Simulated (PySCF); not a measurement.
# SiH3F (SMILES F[SiH3]): levels of theory compared

Wanted: a comparison of 5 runs (HF/STO-3G, HF/def2-SVP, PBE0/def2-SVP, SVWN5/6-311G**, CCSD/def2-SVP) of SiH3F. Input form: a Python script.

The results are computed with PySCF 2.14.0.

### 1 Starting point

The species is SiH3F (5 atoms), meant as a singlet with charge 0. SMILES: `F[SiH3]`. The coordinates come from a PBE0-D4/def2-TZVP relaxation.

Bond lengths: F1–Si2 1.600 Å, Si2–H3 1.482 Å, Si2–H4 1.482 Å, Si2–H5 1.482 Å. Angles: F1–Si2–H3 108.3°, F1–Si2–H4 108.3°, F1–Si2–H5 108.3°, H3–Si2–H4 110.6°, H3–Si2–H5 110.6°, H4–Si2–H5 110.6°.

### 2 Energy and forces at HF/STO-3G (run 1)

The input, input.py:

```python
from pyscf import gto

mol = gto.Mole()
mol.atom = '''
F       -1.274600       0.162800       0.858000
Si       0.043300      -0.019300      -0.030700
H       -0.367800      -0.192600      -1.443700
H        0.768600      -1.217900       0.451600
H        0.880500       1.193400       0.123400
'''
mol.basis = 'sto-3g'
mol.verbose = 3
mol.max_memory = 1860
mol.build()

mf = mol.RHF()
mf.conv_tol = 1e-10
mf.kernel()
if not mf.converged:
    mf = mf.newton().run(mf.mo_coeff, mf.mo_occ)

energy = mf.e_tot
print(f'total energy: {energy:.8f} hartree')
grad = mf.nuc_grad_method().kernel()
mf.analyze()
```

The run is started by

```console
$ OMP_NUM_THREADS=1 python input.py
```

The log of the run:

```text
converged SCF energy = -385.385473818315
total energy: -385.38547382 hartree
--------------- RHF gradients ---------------
         x                y                z
0 F     0.0161237560    -0.0022299626    -0.0108751690
1 Si    -0.0338894056     0.0047017171     0.0229118368
2 H    -0.0108877328    -0.0033693074    -0.0284330897
3 H     0.0131440454    -0.0250337684     0.0116657958
4 H     0.0155093370     0.0259313214     0.0047306261
----------------------------------------------
**** MO energy ****
MO #1   energy= -68.0199008323977  occ= 2
MO #2   energy= -25.8238923783104  occ= 2
MO #3   energy= -6.0007350398675   occ= 2
MO #4   energy= -4.027073697434    occ= 2
MO #5   energy= -4.02564174236707  occ= 2
MO #6   energy= -4.02564116779233  occ= 2
MO #7   energy= -1.43319625732105  occ= 2
MO #8   energy= -0.683728896782704 occ= 2
MO #9   energy= -0.495515858502309 occ= 2
MO #10  energy= -0.495505653372489 occ= 2
MO #11  energy= -0.452547860697679 occ= 2
MO #12  energy= -0.38329497321228  occ= 2
MO #13  energy= -0.383282421148789 occ= 2
MO #14  energy= 0.495431718232982  occ= 0
MO #15  energy= 0.517643733644972  occ= 0
MO #16  energy= 0.560662954601557  occ= 0
MO #17  energy= 0.560709484961296  occ= 0
 ** Mulliken atomic charges  **
charge of    0F =     -0.27072
charge of    1Si =      0.71767
charge of    2H =     -0.14899
charge of    3H =     -0.14898
charge of    4H =     -0.14898
Dipole moment(X, Y, Z, Debye):  0.85823, -0.11844, -0.57856
```

Run time: 1.1 s. Hardware: 1 thread of Intel Xeon at 2.70GHz, shared host; peak memory 0.12 GiB.

### 3 Energy and forces at HF/def2-SVP (run 2)

The input, input.py:

```python
# F[SiH3]
from pyscf import gto

system = gto.M(
    atom=[
    ('F', (-1.274600, 0.162800, 0.858000)),
    ('Si', (0.043300, -0.019300, -0.030700)),
    ('H', (-0.367800, -0.192600, -1.443700)),
    ('H', (0.768600, -1.217900, 0.451600)),
    ('H', (0.880500, 1.193400, 0.123400)),
],
    charge=0,
    basis='def2-svp',
    max_memory=1860,
    verbose=3,
)

mf = system.RHF()
mf.conv_tol = 1e-10
mf.kernel()
if not mf.converged:
    mf = mf.newton().run(mf.mo_coeff, mf.mo_occ)

etot = mf.e_tot
print(f'total energy: {etot:.8f} hartree')
grad = mf.nuc_grad_method().kernel()
mf.analyze()
```

The run is started by

```console
$ OMP_NUM_THREADS=1 python input.py
```

The log of the run:

```text
converged SCF energy = -389.991593166199
total energy: -389.99159317 hartree
--------------- RHF gradients ---------------
         x                y                z
0 F     0.0065909442    -0.0009127019    -0.0044466319
1 Si    -0.0086165656     0.0012049270     0.0058569152
2 H    -0.0009544420    -0.0003463198    -0.0028478514
3 H     0.0013755166    -0.0024329355     0.0010529845
4 H     0.0016045468     0.0024870302     0.0003845835
----------------------------------------------
**** MO energy ****
MO #1   energy= -68.8071884125337  occ= 2
MO #2   energy= -26.2748384826869  occ= 2
MO #3   energy= -6.17374412054199  occ= 2
MO #4   energy= -4.28561320209082  occ= 2
MO #5   energy= -4.28360237412999  occ= 2
MO #6   energy= -4.28360188244802  occ= 2
MO #7   energy= -1.55783806998118  occ= 2
MO #8   energy= -0.773039504075246 occ= 2
MO #9   energy= -0.666844771156246 occ= 2
MO #10  energy= -0.666843835613233 occ= 2
MO #11  energy= -0.639146380235833 occ= 2
MO #12  energy= -0.491579905966666 occ= 2
MO #13  energy= -0.491560795316615 occ= 2
MO #14  energy= 0.142699796631786  occ= 0
MO #15  energy= 0.204604189250472  occ= 0
MO #16  energy= 0.204619888713084  occ= 0
MO #17  energy= 0.235976311508493  occ= 0
MO #18  energy= 0.31525047019835   occ= 0
MO #19  energy= 0.446862583830557  occ= 0
MO #20  energy= 0.446876125487086  occ= 0
MO #21  energy= 0.641601498286311  occ= 0
MO #22  energy= 0.648382159270744  occ= 0
MO #23  energy= 0.648389124474459  occ= 0
MO #24  energy= 0.684959566939489  occ= 0
MO #25  energy= 0.68496990188657   occ= 0
MO #26  energy= 0.758327898028623  occ= 0
MO #27  energy= 1.0877015209553    occ= 0
MO #28  energy= 1.13342123883748   occ= 0
MO #29  energy= 1.13347831643755   occ= 0
MO #30  energy= 1.54579427296022   occ= 0
MO #31  energy= 1.54579734913003   occ= 0
MO #32  energy= 1.57022751191094   occ= 0
MO #33  energy= 1.61733654207926   occ= 0
MO #34  energy= 1.78305544876345   occ= 0
MO #35  energy= 1.81044534881697   occ= 0
MO #36  energy= 1.81047139913457   occ= 0
MO #37  energy= 1.9829350965333    occ= 0
MO #38  energy= 1.98296083681934   occ= 0
MO #39  energy= 2.06078052887852   occ= 0
MO #40  energy= 2.27538595858086   occ= 0
MO #41  energy= 2.46954615145119   occ= 0
MO #42  energy= 2.46961345226896   occ= 0
MO #43  energy= 3.467784948125     occ= 0
MO #44  energy= 3.46778678470329   occ= 0
MO #45  energy= 3.55869730991011   occ= 0
MO #46  energy= 3.55870353287679   occ= 0
MO #47  energy= 3.95572609178662   occ= 0
 ** Mulliken atomic charges  **
charge of    0F =     -0.53883
charge of    1Si =      0.99196
charge of    2H =     -0.15104
charge of    3H =     -0.15105
charge of    4H =     -0.15104
Dipole moment(X, Y, Z, Debye):  1.30777, -0.18053, -0.88157
```

Wall time 2.5 s (1 thread of Intel Xeon at 2.70GHz, shared host); peak memory 0.12 GiB.

Run 3 isn't shown in full; the table further down has it.

### 4 Energy and forces at SVWN5/6-311G(d,p) (run 4)

The input, job.py:

```python
# F[SiH3]
from pyscf import gto, dft

system = gto.Mole()
system.atom = [
    ('F', (-1.274600, 0.162800, 0.858000)),
    ('Si', (0.043300, -0.019300, -0.030700)),
    ('H', (-0.367800, -0.192600, -1.443700)),
    ('H', (0.768600, -1.217900, 0.451600)),
    ('H', (0.880500, 1.193400, 0.123400)),
]
system.max_memory = 1860
system.spin = 0
system.verbose = 3
system.basis = '6-311g**'
system.build()

mf = dft.RKS(system)
mf.xc = 'svwn'
mf.grids.level = 5
mf.conv_tol = 1e-10
mf.kernel()
if not mf.converged:
    mf = mf.newton().run(mf.mo_coeff, mf.mo_occ)

energy = mf.e_tot
print(f'total energy: {energy:.8f} hartree')
grad = mf.nuc_grad_method().kernel()
dip = mf.dip_moment()
pop, q = mf.mulliken_pop()
```

The run is started by

```console
$ OMP_NUM_THREADS=1 python job.py
```

The log of the run:

```text
converged SCF energy = -389.389941020092
total energy: -389.38994102 hartree
--------------- RKS gradients ---------------
         x                y                z
0 F     0.0086300782    -0.0012095295    -0.0058139179
1 Si    -0.0024677148     0.0003531494     0.0017071208
2 H     0.0004271917     0.0006528024     0.0049565433
3 H    -0.0031154982     0.0038635505    -0.0009376167
4 H    -0.0034651915    -0.0036766131     0.0000894414
----------------------------------------------
Dipole moment(X, Y, Z, Debye):  1.19130, -0.16448, -0.80310
 ** Mulliken pop  **
pop of  0 F 1s            1.06556
pop of  0 F 2s            0.92753
pop of  0 F 3s            1.06347
pop of  0 F 4s            0.90175
pop of  0 F 2px           0.38366
pop of  0 F 2py           0.41483
pop of  0 F 2pz           0.40099
pop of  0 F 3px           0.74594
pop of  0 F 3py           0.78170
pop of  0 F 3pz           0.76582
pop of  0 F 4px           0.58783
pop of  0 F 4py           0.68927
pop of  0 F 4pz           0.64422
pop of  0 F 3dxy          0.00056
pop of  0 F 3dyz          0.00026
pop of  0 F 3dz^2         0.00051
pop of  0 F 3dxz          0.00116
pop of  0 F 3dx2-y2       0.00075
pop of  1 Si 1s           0.78113
pop of  1 Si 2s           1.18844
pop of  1 Si 3s           0.92920
pop of  1 Si 4s           1.05406
pop of  1 Si 5s           0.86721
pop of  1 Si 6s           0.37479
pop of  1 Si 2px          0.65832
pop of  1 Si 2py          0.66177
pop of  1 Si 2pz          0.66024
pop of  1 Si 3px          1.29151
pop of  1 Si 3py          1.29019
pop of  1 Si 3pz          1.29078
pop of  1 Si 4px          0.22427
pop of  1 Si 4py          0.25316
pop of  1 Si 4pz          0.24032
pop of  1 Si 5px          0.29054
pop of  1 Si 5py          0.49268
pop of  1 Si 5pz          0.40290
pop of  1 Si 6px          0.03336
pop of  1 Si 6py          0.07096
pop of  1 Si 6pz          0.05427
pop of  1 Si 3dxy         0.06622
pop of  1 Si 3dyz         0.01563
pop of  1 Si 3dz^2        0.06318
pop of  1 Si 3dxz         0.04695
pop of  1 Si 3dx2-y2      0.03086
pop of  2 H 1s            0.23849
pop of  2 H 2s            0.55500
pop of  2 H 3s            0.29379
pop of  2 H 2px           0.00117
pop of  2 H 2py           0.00109
pop of  2 H 2pz           0.00756
pop of  3 H 1s            0.23851
pop of  3 H 2s            0.55500
pop of  3 H 3s            0.29376
pop of  3 H 2px           0.00251
pop of  3 H 2py           0.00574
pop of  3 H 2pz           0.00157
pop of  4 H 1s            0.23851
pop of  4 H 2s            0.55500
pop of  4 H 3s            0.29376
pop of  4 H 2px           0.00310
pop of  4 H 2py           0.00581
pop of  4 H 2pz           0.00091
 ** Mulliken atomic charges  **
charge of    0F =     -0.37580
charge of    1Si =      0.66709
charge of    2H =     -0.09710
charge of    3H =     -0.09709
charge of    4H =     -0.09709
```

Wall time 8.7 s (1 thread of Intel Xeon at 2.70GHz, shared host); peak memory 0.33 GiB.

### 5 The energy at CCSD/def2-SVP (run 5)

The input, run.py:

```python
from pyscf import gto, scf, cc

molecule = gto.M(
    atom='''
F     -2.408645     0.307647     1.621385
Si     0.081825    -0.036472    -0.058015
H     -0.695041    -0.363961    -2.728198
H      1.452443    -2.301497     0.853400
H      1.663904     2.255199     0.233192
''',
    spin=0,
    verbose=3,
    unit='bohr',
    max_memory=1860,
    basis='def2-svp',
)

myscf = scf.RHF(molecule)
myscf.conv_tol = 1e-10
myscf.kernel()
if not myscf.converged:
    myscf = myscf.newton().run(myscf.mo_coeff, myscf.mo_occ)

mycc = cc.CCSD(myscf, frozen=6)
mycc.kernel()
e_tot = mycc.e_tot
print(f'total energy: {e_tot:.8f} hartree')
myscf.analyze()
```

The run is started by

```console
$ OMP_NUM_THREADS=1 python run.py
```

The log of the run:

```text
converged SCF energy = -389.991593169375
E(CCSD) = -390.3069267351071  E_corr = -0.3153335657323493
total energy: -390.30692674 hartree
**** MO energy ****
MO #1   energy= -68.8071883909457  occ= 2
MO #2   energy= -26.2748384648747  occ= 2
MO #3   energy= -6.1737441050427   occ= 2
MO #4   energy= -4.2856131846989   occ= 2
MO #5   energy= -4.28360235928662  occ= 2
MO #6   energy= -4.28360186701099  occ= 2
MO #7   energy= -1.55783803258861  occ= 2
MO #8   energy= -0.773039496971584 occ= 2
MO #9   energy= -0.666844743713996 occ= 2
MO #10  energy= -0.666843807735203 occ= 2
MO #11  energy= -0.639146386096524 occ= 2
MO #12  energy= -0.491579897677492 occ= 2
MO #13  energy= -0.491560846437695 occ= 2
MO #14  energy= 0.142699797140391  occ= 0
MO #15  energy= 0.204604235449202  occ= 0
MO #16  energy= 0.204619857104156  occ= 0
MO #17  energy= 0.235976344783705  occ= 0
MO #18  energy= 0.315250453068722  occ= 0
MO #19  energy= 0.446862579783984  occ= 0
MO #20  energy= 0.446876098530439  occ= 0
MO #21  energy= 0.64160147944182   occ= 0
MO #22  energy= 0.648382162038233  occ= 0
MO #23  energy= 0.648389094142064  occ= 0
MO #24  energy= 0.684959602001084  occ= 0
MO #25  energy= 0.684969885796827  occ= 0
MO #26  energy= 0.758327932959713  occ= 0
MO #27  energy= 1.08770150552967   occ= 0
MO #28  energy= 1.13342131679392   occ= 0
MO #29  energy= 1.13347845780047   occ= 0
MO #30  energy= 1.54579428953497   occ= 0
MO #31  energy= 1.5457973378468    occ= 0
MO #32  energy= 1.57022751515361   occ= 0
MO #33  energy= 1.61733652804447   occ= 0
MO #34  energy= 1.78305549572118   occ= 0
MO #35  energy= 1.81044541875158   occ= 0
MO #36  energy= 1.81047134242263   occ= 0
MO #37  energy= 1.98293515709719   occ= 0
MO #38  energy= 1.9829609623712    occ= 0
MO #39  energy= 2.06078057474793   occ= 0
MO #40  energy= 2.27538606386612   occ= 0
MO #41  energy= 2.46954629281009   occ= 0
MO #42  energy= 2.46961353915174   occ= 0
MO #43  energy= 3.46778496884454   occ= 0
MO #44  energy= 3.467786813434     occ= 0
MO #45  energy= 3.55869731685281   occ= 0
MO #46  energy= 3.55870353125901   occ= 0
MO #47  energy= 3.95572602664767   occ= 0
 ** Mulliken atomic charges  **
charge of    0F =     -0.53883
charge of    1Si =      0.99196
charge of    2H =     -0.15104
charge of    3H =     -0.15105
charge of    4H =     -0.15104
Dipole moment(X, Y, Z, Debye):  1.30777, -0.18053, -0.88157
```

Run time: 1.8 s. Hardware: 1 thread of Intel Xeon at 2.70GHz, shared host; peak memory 0.14 GiB.

### 6 Overview of the runs

| run | level | integration grid | task | energy (Eh) | dipole moment (D) of the reference | HOMO energy (eV) | LUMO energy (eV) | wall time |
| --- | --- | --- | --- | --- | --- | --- | --- | --- |
| 1 | HF/STO-3G | – | gradient | -385.385474 | 1.04 | -10.43 | 13.48 | 1.1 s |
| 2 | HF/def2-SVP | – | gradient | -389.991593 | 1.59 | -13.38 | 3.88 | 2.5 s |
| 3 | PBE0/def2-SVP | 5 | gradient | -390.781662 | 1.33 | -9.69 | 0.43 | 9.3 s |
| 4 | SVWN5/6-311G** | 5 | gradient | -389.389941 | 1.45 | -8.27 | -1.08 | 8.7 s |
| 5 | CCSD/def2-SVP | – | energy | -390.306927 | 1.59 | -13.38 | 3.88 | 1.8 s |

### 7 Outcome

```
                                          quantity          value
                               run 5: total energy  -390.30693 Eh
       run 5: dipole moment (Hartree–Fock density)         1.59 D
        run 5: HOMO energy (Hartree–Fock orbitals)      -13.38 eV
        run 5: LUMO energy (Hartree–Fock orbitals)        3.88 eV
      run 5: HOMO–LUMO gap (Hartree–Fock orbitals)       17.26 eV
run 5: correlation energy (6 core orbitals frozen)     -315.3 mEh
                              run 5: T1 diagnostic          0.011
```

In words: Over runs 1, 2, 3, 4 the dipole moment (its size) runs from 1.04 D (HF/STO-3G) to 1.59 D (HF/def2-SVP). Over runs 1, 2, 3, 4 the HOMO–LUMO gap runs from 7.19 eV (SVWN5/6-311G**) to 23.91 eV (HF/STO-3G). The two ends differ in method and basis. Totals of different functionals can't be ranked against each other. In run 1 the basis is minimal, so the values are rough. All runs together took 23 s, the longest 9.3 s.
